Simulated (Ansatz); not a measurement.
C3H4O can be A, `O=C1CC1`, or B, `C#CCO`.

Computed with Ansatz on PBE0-D4/def2-TZVP structures; ΔE is electronic, products minus reactants. CCSD(T)/CBS is the MP2 limit (def2-TZVPP, def2-QZVPP) plus CCSD(T) − MP2 in def2-TZVPP, frozen cores. This one scheme is used for every species. Functionals use def2-TZVPP. B3LYP here is the variant with VWN-RPA as its local correlation; programs differ in this. Each species was taken in one conformer, which may not be the lowest.

A:

```xyz
8

O    -1.358   -0.186    1.616
C    -0.595   -0.081    0.708
C     0.272    0.788   -0.085
C     0.123   -0.734   -0.385
H    -0.184    1.485   -0.781
H     1.208    1.127    0.347
H    -0.429   -1.020   -1.275
H     0.963   -1.379   -0.146
```

B:

```xyz
8

C     1.7799    0.1482   -0.5600
C     0.6701   -0.1329   -0.1996
C    -0.6946   -0.4358    0.2154
O    -1.3422    0.6479    0.8440
H     2.7689    0.3908   -0.8701
H    -1.2599   -0.7898   -0.6578
H    -0.6841   -1.2510    0.9432
H    -1.2381    1.4227    0.2850
```

Question: Which is lower in electronic energy at CCSD(T)/CBS, and by how much? (Estimate.)

Answer: The calculation gave: A, by 6.2 kcal/mol.

Question: Give E(B) − E(A) in kcal/mol with ωB97M-V, HF/def2-TZVPP, LDA (SPW92), CCSD(T)/def2-SVP, B3LYP, CCSD/def2-TZVPP, r2SCAN-D4. (An estimate is asked.)

Answer: Ansatz gave: ωB97M-V 10.4, HF/def2-TZVPP 5.9, LDA (SPW92) 16.9, CCSD(T)/def2-SVP 13.0, B3LYP 9.4, CCSD/def2-TZVPP 7.1, r2SCAN-D4 13.8. None reverses the order clearly.

Question: Does the order hold for the free energy at 298.15 K (harmonic terms from PBE0-D4)? (Best estimate.)

Answer: Computed: Yes: G(B) − G(A) = +5.4 kcal/mol, for one conformer each.

Largest T1 diagnostic: 0.014.

At CCSD(T), def2-SVP lies +6.9 kcal/mol from the extrapolated value and def2-TZVPP +1.3 kcal/mol. In def2-TZVPP, CCSD(T) changes the Hartree–Fock value by +1.5 kcal/mol (the triples alone add +0.3 kcal/mol) and MP2 by +1.2 kcal/mol.
